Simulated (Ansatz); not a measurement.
```yaml
crystal:
  periodic: [false, false, false]
  atoms:
    - {symbol: V, position_ang: [0.000000, 0.000000, 0.000000]}
    - {symbol: F, position_ang: [0.000000, 0.000000, -1.580938]}
    - {symbol: F, position_ang: [0.000000, 0.000000, 1.580938]}
basis:
  gaussian: {orbitals: def2-TZVP}
magnetization: {spin_polarized: true, initial_magnetization: 3}
hamiltonian: {xc: pbe0}
relax: {f_tol: 0.004, max_steps: 80}
```

```sh
$ ansatz run in.yaml --threads 1 --pin off --events-out ev --progress --plain --max-ram 2176MiB
```

Steps of the relaxation (energy above the last step; positions in Å, forces in eV/Å):

```
3
step 1, 1381.4 meV
V     0.000    0.000    0.000    0.000    0.000    0.000
F     0.000    0.000   -1.581    0.000    0.000   -8.805
F     0.000    0.000    1.581    0.000    0.000    8.805
```

```
3
step 2, 271.9 meV
V     0.000    0.000    0.000    0.000    0.000    0.000
F     0.000    0.000   -1.677    0.000    0.000   -3.211
F     0.000    0.000    1.677    0.000    0.000    3.211
```

```
3
step 3, 20.4 meV
V     0.000    0.000    0.000    0.000    0.000    0.000
F     0.000    0.000   -1.743    0.000    0.000   -0.774
F     0.000    0.000    1.743    0.000    0.000    0.774
```

```
3
step 5, 0.0 meV
V     0.000    0.000    0.000    0.000    0.000    0.000
F     0.000    0.000   -1.770    0.000    0.000   -0.001
F     0.000    0.000    1.770    0.000    0.000    0.001
```

Close pairs at the end: V1–F3 1.770 Å, V1–F2 1.770 Å.

A stationary point of unrestricted PBE0 after 5 steps, with ⟨S²⟩ = 3.763 against 3.75 for a pure state; no frequencies were run, so it isn't proven a minimum. 1.7 min on 1 thread of Arm Neoverse N1, shared host.
